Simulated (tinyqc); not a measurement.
Inside a calculation. Method: MP2 on RHF in the sto-6g basis, for H2F+, spin multiplicity 1. One step of it, computed by the program tinyqc.

Question. Orthogonalisation. S = U s U^T; canonical form X = U s^(-1/2), so that X^T S X = 1. Each column of U has its largest component positive (the first on a tie).

overlap S:
```
           1F 1s     1F 2s    1F 2px     1F 2py    1F 2pz     2H 1s      3H 1s
1F 1s   1.000000  0.232479  0.000000   0.000000  0.000000  0.027488   0.029774
1F 2s   0.232479  1.000000  0.000000   0.000000  0.000000  0.296281   0.313994
1F 2px  0.000000  0.000000  1.000000   0.000000  0.000000  0.000000   0.000000
1F 2py  0.000000  0.000000  0.000000   1.000000  0.000000  0.204724  -0.214704
1F 2pz  0.000000  0.000000  0.000000   0.000000  1.000000  0.147666   0.154910
2H 1s   0.027488  0.296281  0.000000   0.204724  0.147666  1.000000   0.143174
3H 1s   0.029774  0.313994  0.000000  -0.214704  0.154910  0.143174   1.000000
```

Give: eigenvalues of S; X.

Answer.

eigenvalues of S: 0.541  0.625  0.903  1.000  1.091  1.233  1.607

X:
```
             1       2       3      4       5       6       7
1F 1s   -0.411  -0.061   0.685  0.000  -0.609   0.011   0.220
1F 2s    0.949   0.107  -0.232  0.000  -0.286   0.012   0.478
1F 2px   0.000   0.000   0.000  1.000   0.000   0.000   0.000
1F 2py  -0.099   0.777   0.005  0.000   0.001   0.707  -0.014
1F 2pz   0.367   0.037   0.695  0.000   0.627   0.003   0.195
2H 1s   -0.460  -0.760  -0.231  0.000   0.194   0.406   0.381
3H 1s   -0.650   0.635  -0.218  0.000   0.185  -0.382   0.402
```
